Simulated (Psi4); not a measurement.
**H3NO (hydroxylamine) at M06-L/def2-TZVPP**

Aim: the vertical ionisation energy of H3NO (hydroxylamine) at M06-L/def2-TZVPP, from 2 runs. 

The calculation is run with Psi4 1.11.

2 further runs of the same task are left out: 2 set aside as unsound or not needed. Runs told in other sessions of the task aren't counted.

## 1. Starting point

H3NO: 5 atoms, total charge 0, spin state singlet. SMILES: `NO`. The shape is that of a PBE0-D4/def2-TZVP optimisation. This is one conformer, not always the lowest.

Bond lengths: N1–O2 1.422 Å, N1–H3 1.016 Å, N1–H4 1.016 Å, O2–H5 0.960 Å. Angles: N1–O2–H5 102.8°, O2–N1–H3 104.5°, O2–N1–H4 104.5°, H3–N1–H4 106.0°.

## 2. Energy and forces at M06-L/def2-TZVPP

calc.py

```python
import psi4

psi4.set_memory(2200000000)
psi4.set_num_threads(1)
psi4.core.set_output_file('run.log', False)

molecule = psi4.geometry("""
N     -0.31203158    -0.68273915    -0.60692334
O      0.68872958     1.25863319     0.96009425
H     -0.30743954    -2.24881188     0.50412224
H     -2.15740583    -0.20756752    -0.84321469
H      2.08816626     1.88046647    -0.01405956
units bohr
symmetry c1
no_reorient
no_com
""")

psi4.set_options({
    'basis': 'def2-TZVPP',
    'puream': True,
    'e_convergence': 1e-09,
    'd_convergence': 1e-08,
    'scf_type': 'pk',
    'dft_radial_points': 99,
    'dft_spherical_points': 590,
})

E, wfn = psi4.gradient("m06-l", molecule=molecule, return_wfn=True)
psi4.oeprop(wfn, "MAYER_INDICES", "MULLIKEN_CHARGES", "DIPOLE", title="M06-L")
print('gradient / Eh bohr^-1')
print(E.np.round(6))
print(f'energy = {wfn.energy():.10f} Eh')
for k, v in sorted(psi4.core.scalar_variables().items()):
    print(f'{k:45s} {v:18.10f}')
```

Started as:

```console
$ python calc.py
```

run.log:

```text
[...]
  Running in c1 symmetry.
[...]
  Nuclear repulsion =   39.593666455499566
[...]
  Multiplicity = 1
[...]
  Nalpha       = 9
  Nbeta        = 9
[...]
    Number of basis functions: 104
[...]
   @RKS iter   1:  -131.55890496804321   -2.59901e-01   6.69930e-03 DIIS/ADIIS
[...]
   @RKS iter  11:  -131.75269036778690   -2.10321e-12   2.99537e-09 DIIS
[...]
    Orbital Energies [Eh]
    ---------------------
    Doubly Occupied:
       1A    -18.985918     2A    -14.206083     3A     -1.027098
       4A     -0.768791     5A     -0.463934     6A     -0.462054
       7A     -0.400302     8A     -0.251743     9A     -0.223318
[...]
  @RKS Final Energy:  -131.75269036778690
   => Energetics <=
    Nuclear Repulsion Energy =             39.5936664554995659
    One-Electron Energy =                -258.3342924795327917
    Two-Electron Energy =                 103.5893871371170860
    DFT Exchange-Correlation Energy =     -16.6014514808707538
    Empirical Dispersion Energy =           0.0000000000000000
    VV10 Nonlocal Energy =                  0.0000000000000000
    Total Energy =                       -131.7526903677868972
[...]
  -Total Gradient:
     Atom            X                  Y                   Z
    ------   -----------------  -----------------  -----------------
       1        0.002114046828     0.005988608265     0.006158628319
       2       -0.003891411812    -0.006270135562    -0.004173725895
       3        0.001357732454    -0.001960683404     0.000409339724
       4       -0.001436963841     0.001094348619    -0.001610423950
       5        0.001875308912     0.001150071508    -0.000799434886
[...]
 Multipole Moments:
 ------------------------------------------------------------------------------------
     Multipole            Electronic (a.u.)      Nuclear  (a.u.)        Total (a.u.)
 ------------------------------------------------------------------------------------
 L = 1.  Multiply by 2.5417464519 to convert [e a0] to [Debye]
 Dipole X            :         -3.0505570            2.9489365           -0.1016205
 Dipole Y            :         -4.8679038            4.7139785           -0.1539253
 Dipole Z            :         -3.1711233            3.0791386           -0.0919847
 Magnitude           :                                                    0.2061090
[...]
  Mulliken Charges: (a.u.)
   Center  Symbol    Alpha    Beta     Spin     Total
       1     N     3.55297  3.55297  0.00000 -0.10594
       2     O     4.15176  4.15176  0.00000 -0.30353
       3     H     0.44545  0.44545  0.00000  0.10910
       4     H     0.44544  0.44544  0.00000  0.10911
       5     H     0.40437  0.40437  0.00000  0.19125
   Total alpha =  9.00000, Total beta =  9.00000, Total charge = -0.00000
  Mayer Bond Indices:
[...]
```

On the terminal:

```text
gradient / Eh bohr^-1
[[ 0.002114  0.005989  0.006159]
 [-0.003891 -0.00627  -0.004174]
 [ 0.001358 -0.001961  0.000409]
 [-0.001437  0.001094 -0.00161 ]
 [ 0.001875  0.00115  -0.000799]]
energy = -131.7526903678 Eh
CURRENT ENERGY                                   -131.7526903678
CURRENT REFERENCE ENERGY                         -131.7526903678
DD SOLVATION ENERGY                                 0.0000000000
DFT FUNCTIONAL TOTAL ENERGY                      -131.7526903678
DFT TOTAL ENERGY                                 -131.7526903678
DFT VV10 ENERGY                                     0.0000000000
DFT XC ENERGY                                     -16.6014514809
GRID ELECTRONS ALPHA                                9.0000000150
GRID ELECTRONS BETA                                 9.0000000150
GRID ELECTRONS TOTAL                               18.0000000299
NUCLEAR REPULSION ENERGY                           39.5936664555
ONE-ELECTRON ENERGY                              -258.3342924795
PCM POLARIZATION ENERGY                             0.0000000000
PE ENERGY                                           0.0000000000
SCF ITERATION ENERGY                             -131.7526903678
SCF ITERATIONS                                     11.0000000000
SCF TOTAL ENERGY                                 -131.7526903678
TWO-ELECTRON ENERGY                               103.5893871371
XC GRID RADIAL POINTS                              99.0000000000
XC GRID SPHERICAL POINTS                          590.0000000000
XC GRID TOTAL POINTS                           281110.0000000000
```

Run time: 23 s. Hardware: 1 thread of Intel Xeon 6975P-C (Granite Rapids), shared host; peak memory 1.1 GiB.

## 3. The doublet cation at the same level

h3no.xyz

```xyz
5
H3NO
N     -0.165120    -0.361290    -0.321170
O      0.364460     0.666040     0.508060
H     -0.162690    -1.190020     0.266770
H     -1.141650    -0.109840    -0.446210
H      1.105010     0.995100    -0.007440
```

run.py

```python
import numpy as np
from ase.calculators.psi4 import Psi4
from ase.io import read

atoms = read('h3no.xyz')
calc = Psi4(atoms=atoms, method='m06-l', basis='def2-TZVPP', memory='2200MB', num_threads=1, charge=1, multiplicity=2, label='psi4-calc', reference='uks')
calc.psi4.set_options({'puream': True, 'e_convergence': 1e-09, 'd_convergence': 1e-08, 'scf_type': 'pk', 'dft_radial_points': 99, 'dft_spherical_points': 590, 'maxiter': 100})
atoms.calc = calc

forces = atoms.get_forces()
print(f'energy: {atoms.get_potential_energy():.6f} eV')
print('forces / eV A^-1')
print(np.round(forces, 5))
```

Started as:

```console
$ python run.py
```

psi4-calc.dat (excerpt; [...] marks lines left out):

```text
[...]
  Running in c1 symmetry.
[...]
  Nuclear repulsion =   39.593666393662183
[...]
  Multiplicity = 2
[...]
  Nalpha       = 9
  Nbeta        = 8
[...]
    Number of basis functions: 104
[...]
   @UKS iter   1:  -131.32245503673465   -2.34508e-02   3.66414e-03 ADIIS/DIIS
[...]
   @UKS iter  14:  -131.37215657998138   -1.70530e-12   2.55621e-09 DIIS
[...]
   @S^2 Observed:                7.543689498E-01
[...]
  @UKS Final Energy:  -131.37215657998138
   => Energetics <=
    Nuclear Repulsion Energy =             39.5936663936621827
    One-Electron Energy =                -251.8905229935849377
    Two-Electron Energy =                  97.1722075984823874
    DFT Exchange-Correlation Energy =     -16.2475075785410112
    Empirical Dispersion Energy =           0.0000000000000000
    VV10 Nonlocal Energy =                  0.0000000000000000
    Total Energy =                       -131.3721565799813789
  UHF NO Occupations:
  HONO-2 :    7  A 1.9995946
  HONO-1 :    8  A 1.9987994
[...]
 Multipole Moments:
 ------------------------------------------------------------------------------------
     Multipole            Electronic (a.u.)      Nuclear  (a.u.)        Total (a.u.)
 ------------------------------------------------------------------------------------
 L = 1.  Multiply by 2.5417464519 to convert [e a0] to [Debye]
 Dipole X            :          0.1903557           -0.4672831           -0.2769275
 Dipole Y            :          0.1176038           -0.7320415           -0.6144377
 Dipole Z            :         -0.0829597           -0.4650567           -0.5480164
 Magnitude           :                                                    0.8686452
[...]
  -Total Gradient:
     Atom            X                  Y                   Z
    ------   -----------------  -----------------  -----------------
       1        0.013021743871    -0.045339036671    -0.086504871787
       2        0.014851771429     0.044759921843     0.047818921343
       3       -0.017836865071     0.023382226345     0.010512456121
       4        0.008355548279    -0.005503202157     0.029453143754
       5       -0.018369026156    -0.017256820379    -0.001245185255
[...]
```

Standard output:

```text
energy: -3574.818466 eV
forces / eV A^-1
[[-0.6696   2.33143  4.44826]
 [-0.76371 -2.30165 -2.45895]
 [ 0.91721 -1.20236 -0.54057]
 [-0.42966  0.28299 -1.51454]
 [ 0.94457  0.88738  0.06403]]
```

It took 38 s on 1 thread of Intel Xeon 6975P-C (Granite Rapids), shared host; peak memory 1.1 GiB.

## 4. Results

At M06-L/def2-TZVPP:

| quantity | value |
| --- | --- |
| singlet H3NO: total energy | -131.75269 Eh |
| singlet H3NO: dipole moment | 0.52 D |
| singlet H3NO: HOMO energy | -6.08 eV |
| singlet H3NO: LUMO energy | 1.21 eV |
| singlet H3NO: HOMO–LUMO gap | 7.28 eV |
| singlet H3NO: largest force on an atom | 0.455 eV/Å |
| doublet cation: total energy | -131.37216 Eh |
| doublet cation: HOMO energy (highest over α and β) | -15.55 eV |
| doublet cation: LUMO energy (lowest over α and β) | -14.35 eV |
| doublet cation: ⟨S²⟩ | 0.754 |
| doublet cation: largest force on an atom | 5.067 eV/Å |
| vertical ionisation energy (to the doublet cation) | 10.355 eV |

In words: The vertical ionisation energy comes to 10.35 eV (999 kJ/mol). The largest force (singlet H3NO) is 0.45 eV/Å: the shape isn't a stationary point for this species at this level. The negative HOMO energy of the first species, 6.08 eV, lies 4.28 eV below that difference. Mulliken charges (singlet H3NO) run from -0.30 on O2 to +0.19 on H5.
